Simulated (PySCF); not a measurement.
How methods differ on the electron affinity of P

P⁻ [Ne] 3s2 3p4 (3P) → P [Ne] 3s2 3p3 (4S), as a difference of total energies. Computed with PySCF 2.14 in x2c-TZVPPall with one added diffuse shell each of s, p, d type (6s6p4d1f, 51 functions), with scalar relativity by spin-free X2C-1e. Correlated levels: valence: [Ne] frozen; valence and next inner shell: 1s2 frozen. The calculations carry no spin-orbit coupling.

**Question.** Order these methods by the electron affinity they give, lowest first.
A. MP2 (valence and next inner shell)
B. LDA
C. SCS-MP2 (valence)
D. UHF

**Answer.** D (-0.347 eV), A (0.391 eV), C (0.467 eV), B (1.016 eV).

A first-order spin-orbit estimate (lowest level to lowest level, LS coupling) adds 0.012 eV.

Errors of the correlated levels include the incompleteness of this basis and the frozen core.

A negative affinity means that the anion lies above the atom at that level of theory.

In the anion the highest occupied orbital energy is positive at LDA, PBE, PBE0, r2SCAN, BP86, TPSS, BLYP, a self-interaction effect; the basis confines that electron, and the energy difference can still be sensible.

For comparison: 0.747 eV (measured; photodetachment measurements, as compiled on the Wikipedia data page of electron affinities).
